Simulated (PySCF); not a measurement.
**One shape, several levels: C2H5Si (SMILES C=C[SiH2])**

Wanted: a comparison of 5 runs (UHF/3-21G, UHF/def2-SVP, UB3LYP/6-31G*, UPBE0/6-31G**, UBLYP/def2-TZVP) of C2H5Si. The job is set up through a Python script.

The calculation is run with PySCF 2.14.0.

## (1) Starting point

C2H5Si: 8 atoms, total charge 0, spin state doublet. As SMILES, `C=C[SiH2]`. The shape is that of a PBE0-D4/def2-TZVP optimisation.

Bond lengths: C1–C2 1.338 Å, C2–Si3 1.837 Å, C1–H4 1.086 Å, C1–H5 1.086 Å, C2–H6 1.089 Å, Si3–H7 1.487 Å, Si3–H8 1.487 Å. Angles: C1–C2–Si3 124.1°, C1–C2–H6 118.0°, Si3–C2–H6 117.8°, C2–C1–H4 121.8°, C2–C1–H5 122.0°, C2–Si3–H7 112.1°, C2–Si3–H8 113.3°, H4–C1–H5 116.2°, H7–Si3–H8 112.2°.

## (2) Energy and forces at UHF/3-21G (run 1)

File run.py:

```python
import pyscf.grad
from pyscf import gto, scf

mol = gto.M(
    atom='''
C   -0.408600   0.930200  -0.877900
C   -0.357700   0.348900   0.326600
Si   0.886400  -0.913500   0.807600
H    0.266200   0.644900  -1.679900
H   -1.129000   1.708400  -1.111700
H   -1.056700   0.689200   1.089200
H    1.531500  -1.544100  -0.375100
H    0.360000  -1.921200   1.765400
''',
    charge=0,
    verbose=3,
    max_memory=1860,
    spin=1,
    basis='3-21g',
)

hf = scf.UHF(mol)
hf.conv_tol = 1e-10
hf.kernel()
if not hf.converged:
    hf = hf.newton().run(hf.mo_coeff, hf.mo_occ)

e_tot = hf.e_tot
print(f'total energy: {e_tot:.8f} hartree')
grad = hf.Gradients().kernel()
hf.analyze()
```

Started as:

```sh
$ OMP_NUM_THREADS=1 python run.py
```

Output:

```text
converged SCF energy = -365.550246270723  <S^2> = 0.93342461  2S+1 = 2.1757064
total energy: -365.55024627 hartree
--------------- UHF gradients ---------------
         x                y                z
0 C     0.0017812273    -0.0095434865     0.0180246718
1 C     0.0132920329    -0.0079431875    -0.0117552138
2 Si    -0.0088119031     0.0113970309    -0.0048440905
3 H     0.0055033927    -0.0029561482    -0.0053216276
4 H    -0.0057111882     0.0058113732    -0.0010745251
5 H    -0.0047909541     0.0027742688     0.0055186024
6 H    -0.0003578607     0.0003380062    -0.0001966081
7 H    -0.0009047469     0.0001221432    -0.0003512092
----------------------------------------------
**** MO energy ****
                             alpha | beta                alpha | beta
MO #1   energy= -68.2926165987731  | -68.2864343285666  occ= 1 | 1
MO #2   energy= -11.1865783295228  | -11.1794372994534  occ= 1 | 1
MO #3   energy= -11.1680335429202  | -11.1730489876489  occ= 1 | 1
MO #4   energy= -6.10411745654685  | -6.0947880124766   occ= 1 | 1
MO #5   energy= -4.20538777579463  | -4.19275513610795  occ= 1 | 1
MO #6   energy= -4.19766324949407  | -4.1920714298705   occ= 1 | 1
MO #7   energy= -4.1974574774135   | -4.18265695879628  occ= 1 | 1
MO #8   energy= -1.04528013911455  | -1.03780141320692  occ= 1 | 1
MO #9   energy= -0.804305823388187 | -0.789581455401036 occ= 1 | 1
MO #10  energy= -0.706012075212402 | -0.678985644010057 occ= 1 | 1
MO #11  energy= -0.628972418448265 | -0.618958380088688 occ= 1 | 1
MO #12  energy= -0.565360425753341 | -0.559821363434232 occ= 1 | 1
MO #13  energy= -0.479113991906453 | -0.472243114140957 occ= 1 | 1
MO #14  energy= -0.453233938507361 | -0.454745354324121 occ= 1 | 1
MO #15  energy= -0.419127917069967 | -0.401990204053152 occ= 1 | 1
MO #16  energy= -0.306491761132156 | 0.0577697460334614 occ= 1 | 0
[... 17 lines of this table left out ...]
MO #34  energy= 1.28082313450959   | 1.28124324971428   occ= 0 | 0
MO #35  energy= 1.31772605655963   | 1.32485499676042   occ= 0 | 0
MO #36  energy= 1.33217978799068   | 1.33076228363976   occ= 0 | 0
MO #37  energy= 1.36454788039084   | 1.3647712636717    occ= 0 | 0
MO #38  energy= 1.40278409274233   | 1.40401898884834   occ= 0 | 0
MO #39  energy= 1.63288486197713   | 1.63317183766089   occ= 0 | 0
MO #40  energy= 1.69651750026454   | 1.70461210631233   occ= 0 | 0
MO #41  energy= 1.98901215441396   | 1.98777611678693   occ= 0 | 0

To work with the spin densities directly, `use mulliken_meta_spin()` only printing them here.

 ** Mulliken spin pop alpha/beta on meta-lowdin orthogonal AOs **
 ** Mulliken Spin Density (per atom)  **
spin density of  0 C =      0.59639
spin density of  1 C =     -0.50757
spin density of  2 Si =      0.99425
spin density of  3 H =     -0.03240
spin density of  4 H =     -0.03265
spin density of  5 H =      0.02688
spin density of  6 H =     -0.02143
spin density of  7 H =     -0.02346
 ** Mulliken pop alpha/beta on meta-lowdin orthogonal AOs **
 ** Mulliken atomic charges   ( Nelec_alpha | Nelec_beta ) **
charge of  0C =     -0.16813  (     3.38226      2.78587 )
charge of  1C =     -0.32455  (     2.90849      3.41606 )
charge of  2Si =      0.37920  (     7.30752      6.31327 )
charge of  3H =      0.09405  (     0.43677      0.46918 )
charge of  4H =      0.09957  (     0.43389      0.46654 )
charge of  5H =      0.10683  (     0.46002      0.43315 )
charge of  6H =     -0.09512  (     0.53685      0.55828 )
charge of  7H =     -0.09185  (     0.53419      0.55766 )
Dipole moment(X, Y, Z, Debye): -0.24877,  0.65962, -0.15639
```

It took 1 s on 1 thread of Arm Neoverse V2, shared host; peak memory 0.12 GiB.

## (3) Energy and gradient at UHF/def2-SVP (run 2)

File input.py:

```python
from pyscf import gto

system = gto.Mole()
system.atom = '''
C   -0.408600   0.930200  -0.877900
C   -0.357700   0.348900   0.326600
Si   0.886400  -0.913500   0.807600
H    0.266200   0.644900  -1.679900
H   -1.129000   1.708400  -1.111700
H   -1.056700   0.689200   1.089200
H    1.531500  -1.544100  -0.375100
H    0.360000  -1.921200   1.765400
'''
system.max_memory = 1860
system.charge = 0
system.basis = 'def2-svp'
system.verbose = 4
system.spin = 1
system.build()

mf = system.UHF()
mf.conv_tol = 1e-10
mf.kernel()
if not mf.converged:
    mf = mf.newton().run(mf.mo_coeff, mf.mo_occ)

e_tot = mf.e_tot
print('E = %.10f Eh' % e_tot)
grad = mf.nuc_grad_method().kernel()
mf.analyze()
```

Started as:

```sh
$ OMP_NUM_THREADS=1 python input.py
```

Output:

```text
PySCF version 2.14.0

[... 108 lines left out ...]
converged SCF energy = -367.367852867432  <S^2> = 0.90975104  2S+1 = 2.1538348
[... 14 lines left out ...]
Nuclear Repulsion Energy =              90.643212275973639
[... 1 line left out ...]
Two-electron Energy =                  227.509401502487492
[... 1 line left out ...]
DFT Exchange-Correlation Energy =      -32.488104508316667
[... 4 lines left out ...]
MO #2   energy= -11.2516510832011  | -11.2389993586865  occ= 1 | 1
[... 2 lines left out ...]
MO #71  energy= 3.56096990866054   | 3.56330713061166   occ= 0 | 0
[... 98 lines left out ...]
Dipole moment(X, Y, Z, Debye): -0.38566,  0.55298, -0.29528
```

Wall time 2.8 s (1 thread of Arm Neoverse V2, shared host); peak memory 0.14 GiB.

Runs 3 to 4 aren't shown in full; the table further down has their settings and results.

## (4) Energy and gradient at UBLYP/def2-TZVP (run 5)

File geometry.xyz:

```xyz
8

C     -0.408600     0.930200    -0.877900
C     -0.357700     0.348900     0.326600
Si     0.886400    -0.913500     0.807600
H      0.266200     0.644900    -1.679900
H     -1.129000     1.708400    -1.111700
H     -1.056700     0.689200     1.089200
H      1.531500    -1.544100    -0.375100
H      0.360000    -1.921200     1.765400
```

File job.py:

```python
# C=C[SiH2]
from pyscf import gto, dft

system = gto.Mole()
system.atom = 'geometry.xyz'
system.max_memory = 1860
system.basis = 'def2-tzvp'
system.charge = 0
system.spin = 1
system.verbose = 4
system.build()

mf = dft.UKS(system, xc='blyp')
mf.grids.level = 5
mf.conv_tol = 1e-10
mf.kernel()
if not mf.converged:
    mf = mf.newton().run(mf.mo_coeff, mf.mo_occ)

e_final = mf.e_tot
print(f'total energy: {e_final:.8f} hartree')
grad = mf.nuc_grad_method().kernel()
mf.analyze()
```

Started as:

```sh
$ OMP_NUM_THREADS=1 python job.py
```

Output:

```text
PySCF version 2.14.0

[... 59 lines left out ...]
WARN: HOMO -0.173147551617976 >= LUMO -0.173147551617973
[... 59 lines left out ...]
total energy: -368.62758163 hartree
[... 14 lines left out ...]
Nuclear Repulsion Energy =              90.643212275973639
[... 1 line left out ...]
Two-electron Energy =                  227.059606027163710
[... 1 line left out ...]
DFT Exchange-Correlation Energy =      -33.546769769198384
[... 4 lines left out ...]
MO #2   energy= -9.91800316467182  | -9.91524899883594  occ= 1 | 1
[... 2 lines left out ...]
MO #129 energy= 22.2226500100839   | 22.2243852959567   occ= 0 | 0
[... 156 lines left out ...]
Dipole moment(X, Y, Z, Debye): -0.39716,  0.51211, -0.23508
```

Run time: 79 s. Hardware: 1 thread of Arm Neoverse V2, shared host; peak memory 1.4 GiB.

## (5) The series

```tsv
run	level	integration grid	energy (Eh)	dipole moment (D)	HOMO energy (eV)	LUMO energy (eV)	wall time
1	UHF/3-21G	–	-365.550246	0.72	-8.34	1.57	1 s
2	UHF/def2-SVP	–	-367.367853	0.74	-8.39	1.74	2.8 s
3	UB3LYP/6-31G* (spherical functions)	5	-368.633104	0.80	-5.30	-2.51	23 s
4	UPBE0/6-31G** (spherical functions)	5	-368.393432	0.78	-5.62	-2.19	30 s
5	UBLYP/def2-TZVP	5	-368.627582	0.69	-4.52	-3.27	79 s
```

## (6) Results

| quantity | value |
| --- | --- |
| run 5: total energy | -368.62758 Eh |
| run 5: dipole moment | 0.69 D |
| run 5: HOMO energy (highest over α and β) | -4.52 eV |
| run 5: LUMO energy (lowest over α and β) | -3.27 eV |
| run 5: ⟨S²⟩ | 0.755 |
| run 5: largest force on an atom | 0.534 eV/Å |

What this shows: The dipole moment (its size) runs from 0.69 D (UBLYP/def2-TZVP) to 0.80 D (UB3LYP/6-31G*). The two ends differ in method and basis. Totals of different functionals can't be ranked against each other. Spin contamination of the reference: run 1 ⟨S²⟩ = 0.93, run 2 ⟨S²⟩ = 0.91. All runs together took 2.3 min, the longest 79 s.
